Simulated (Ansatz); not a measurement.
# AlSi (doublet): from Hartree-Fock to the top rungs at distance Si1–Al2 = 3.245 Å, cc-pVTZ

The task here is to estimate one member of a computed series from the others.

Computed with Ansatz 0.2.0, Gaussian basis. Level: cc-pVTZ, core rule «outside noble gas», up to 10 orbitals frozen.

The runs, in order: UHF; CCSD(T) on ROHF; BCCD(T) on ROHF; CISD; CCSDT(Q) on ROHF; CCSDT(Q) on UHF; CASSCF and MRCISD+Q, 3 electrons in 3 orbitals; CASSCF and NEVPT2, 3 electrons in 3 orbitals; CASSCF and MRCISD+Q, 7 electrons in 8 orbitals; CASSCF and NEVPT2, 7 electrons in 8 orbitals.

38 further runs of the same task are left out: 3 for a known fault of the program, 31 that didn't finish, 4 set aside as unsound or not needed.

**What is computed**

The geometry derives from a PBE0/def2-TZVP stationary point (not a proven minimum). One bond is set to the value named and the two fragments are kept rigid.

2 atoms, charge 0, spin multiplicity 2.

Atoms are counted from 1 here; the program's logs count them from 0.

No contacts short enough for the rule that draws bonds.

The first run:

The input, in.yaml:

```yaml
crystal:
  periodic: [false, false, false]
  atoms:
    - {symbol: Si, position_ang: [0.000000, 0.000000, 0.000000]}
    - {symbol: Al, position_ang: [0.000000, 0.000000, 3.245000]}
basis:
  gaussian: {orbitals: cc-pVTZ}
magnetization: {spin_polarized: true, initial_magnetization: 1}
hamiltonian: {xc: hf}
output: {orbitals: {seedname: orbitals}}
```

Command:

```console
ansatz run in.yaml --threads 1 --pin off --events-out ev --progress --plain --max-ram 2393MiB
```

Among the steps run: UHF; CCSD(T) on ROHF; BCCD(T) on ROHF; CISD; CCSDT(Q) on ROHF; CCSDT(Q) on UHF; CASSCF and MRCISD+Q, 3 electrons in 3 orbitals; CASSCF and NEVPT2, 3 electrons in 3 orbitals; CASSCF and MRCISD+Q, 7 electrons in 8 orbitals; CASSCF and NEVPT2, 7 electrons in 8 orbitals.

One table of the session follows, with a row left open; its other results are not shown here.

| method | from RCCSDT(Q) (meV) |
| --- | --- |
| ROHF | +4658.3 |
| RMP2 | +1241.6 |
| CISD | +650.9 |
| RCCSD | +295.9 |
| RCCSD(T) | +76.0 |
| BCCD(T) | +77.0 |
| RCCSDT | +20.1 |
| RCCSDT(Q) | 0 |
| CASSCF pair | +4173.5 |
| NEVPT2 pair | ? |
| MRCISD pair | +510.3 |
| MRCISD+Q pair | +13.3 |
| CASSCF valence | +2869.6 |
| NEVPT2 valence | +861.7 |
| MRCISD valence | +293.2 |
| MRCISD+Q valence | +68.5 |

Estimate the missing values for NEVPT2 pair.

**Answer.** from RCCSDT(Q) (meV): +1077.4. In the column «from RCCSDT(Q) (meV)» it lies between NEVPT2 valence (+861.7) and RMP2 (+1241.6).

Not comparable, so not listed: CCSDT(Q) on UHF (they don't share determinant, frozen orbitals or solution with the rows shown, or repeat one).
